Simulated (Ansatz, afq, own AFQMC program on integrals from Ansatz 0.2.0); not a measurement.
Integrals from Ansatz 0.2.0, then the random walk in our own AFQMC program (afq).

```yaml
crystal:
  periodic: [false, false, false]
  atoms:
    - {symbol: Si, position_ang: [0.000000, 0.000000, 0.595671]}
    - {symbol: C, position_ang: [0.000000, 0.000000, -1.106259]}
    - {symbol: H, position_ang: [0.000000, -0.909276, -1.707827]}
    - {symbol: H, position_ang: [0.000000, 0.909276, -1.707827]}
basis:
  gaussian: {orbitals: cc-pVDZ}
magnetization: {spin_polarized: true, initial_magnetization: 0}
correlation: {method: ccsd_t, electrons: outside_noble_gas, hamiltonian_folder: ham}
```

```sh
$ ansatz run in.yaml --threads 1 --pin off --events-out ev --progress --plain --max-ram 1382MiB
```

Options of the walk:

```
--method phaseless --trial cisd --walkers 70 --populations 1 --least-time 40 --time-step 0.005 --steps-per-block 50 --equilibration-blocks 28 --max-blocks 300 --target-error 0.00038 --factor-cut 1e-05 --start spin_pure --seed 7062 --release-times 0.24,0.51,0.99,1.62,2.4 --release-step 0.03 --release-every 4 --taylor-order 6
```

Times are imaginary, in 1/Eh. The walk had a cap of 536 s.

Output of the walk:

```
orbitals 36  electrons 5 5  factors 279 of 404
reference energy -327.87615448 Eh
CCSD correlation -0.24495678 Eh in 10 cycles, weight of the determinant in the CISD state 0.8613
energy of the start -328.121111 Eh
 block  time / (1/Eh)  mean weight  energy / Eh
     1     0.250  1.0004  -328.117481
     2     0.500  0.9989  -328.121966
     3     0.750  0.9994  -328.124712
     4     1.000  0.9995  -328.126256
     5     1.250  1.0018  -328.124027
     9     2.250  1.0000  -328.127049
    33     8.250  1.0009  -328.130130
    65    16.250  1.0006  -328.125930
    73    18.250  0.9993  -328.146053
    97    24.250  0.9985  -328.129744
   129    32.250  0.9995  -328.133826
   161    40.250  0.9992  -328.132060
   193    48.250  0.9963  -328.130496
   225    56.250  1.0001  -328.130105
   257    64.250  1.0002  -328.140570
   289    72.250  1.0011  -328.131310
   321    80.250  0.9997  -328.133837
blocks merged  error / Eh  count
     1  0.000316  300
     2  0.000389  150
     4  0.000462  75
     8  0.000506  37
    16  0.000584  18
    32  0.000553  9
released: time / (1/Eh)  energy / Eh  error  mean overlap
  0.24  -328.133177  0.000716  0.9971
  0.51  -328.132935  0.000494  0.9934
  0.99  -328.132637  0.000532  0.9874
  1.62  -328.133359  0.000598  0.9623
  2.40  -328.132084  0.000627  0.9856
energy -328.132471 +/- 0.000584 Eh
(rows thinned)
```

The run passed its tests (sampling time, drift between the halves within three errors, error under three times the target), which doesn't prove that it has relaxed.

Against this walk (error 15.9 meV) on the same determinant: CCSD(T) 49.0 meV higher, CCSDT(Q) 1.5 meV higher (within the noise). The error is statistical and leaves out the bias of the constraint. Released to 2.40 1/Eh the energy moves by 11 ± 23 meV (both errors), within twice the noise.

Cautions: constraint bias not in the error; error above the target (15.9 against 10.3 meV); an unrestricted solution with more broken spin lies lower (43 meV, ⟨S²⟩ 0.25), while this determinant keeps restricted orbitals.

The walk took 5.8 min on 1 thread of AMD EPYC 7R13 Processor (Zen 3), with other jobs on the host. The log's last line is the phaseless energy.

CCSDT and higher add their correlation energy to the determinant of the CCSD(T) run, since their own runs factorise the integrals more tightly (a shift of under 2 meV). A walk keeps the symmetry of its determinant, which the program's search chose and which needn't be the lowest solution, so a lower state of the same spin and another symmetry isn't excluded.
